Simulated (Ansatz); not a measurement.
A series at Al: from `[AlH3]`, ligands are replaced one by one, each step taking up HCl and setting free H₂; n counts the steps. Ansatz, PBE0-D4/def2-TZVP geometries.

| n | molecule | HOMO energy, ωB97M-V/def2-TZVPP (eV) |
| --- | --- | --- |
| 0 | `[AlH3]` | -10.81 |
| 1 | `[AlH2][Cl]` | -10.77 |
| 2 | `[Cl][AlH][Cl]` | -11.53 |
| 3 | `[Cl][Al]([Cl])[Cl]` | ? |

Q: By hand: fit a straight line y = ȳ + b (n − n̄) to the 3 given rows and predict n = 3.

A: n̄ = 1.000, ȳ = -11.037; Σ(n − n̄)(y − ȳ) = -0.720, Σ(n − n̄)² = 2.000, so b = -0.360 eV a step. Prediction: -11.037 + (-0.360) × (2.000) = -11.76 eV.

Q: By hand: compare with the computed value, -11.62 eV, and give the steps along the whole series.

A: The line misses by 0.14 eV (computed minus predicted). Steps: 0.04, -0.76, -0.09 eV.

The steps change sign along the series, so a line is a poor guide. The highest orbital can change its character along such a series. The miss is 16.5 % of the series' range.
